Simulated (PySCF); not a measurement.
Gas-phase reaction: 3 SiCl + 3 SiH₃ ⇌ 3 SiHCl + c-Si₃H₆

Method: PySCF energies (xtb for GFN2) plus ideal-gas RRHO corrections (1 bar). † marks an energy on the PBE0/def2-TZVP geometry and frequencies; other levels use their own. CCSD(T) freezes the core. Open shells (unrestricted): SiCl (multiplicity 2), SiH₃ (multiplicity 2); the rest are closed-shell singlets. GFN2 has no spin-polarisation term. Spin-orbit splitting is ignored; it lowers the true energy and changes the entropy of SiCl. SiHCl, c-Si₃H₆: computed as isolated molecules; such fragments, hydroxides, amides, oligomers or adducts are transient or little studied in the gas. CCSD(T) isn't extrapolated to the basis-set limit.

CCSD(T)/def2-SVP† gives ΔH°(298 K) = -530 kJ.

Task: What do PBE/def2-SVP, GFN2-xTB, r2SCAN/def2-TZVP† give?

Result: PBE/def2-SVP: -574 kJ; GFN2-xTB: -539 kJ; r2SCAN/def2-TZVP†: -545 kJ. For scale, ΔH°(298 K) is -530 kJ at this level, -616 kJ at ωB97M-V/def2-TZVP†, and runs from -695 to -307 kJ over the 20 levels computed.
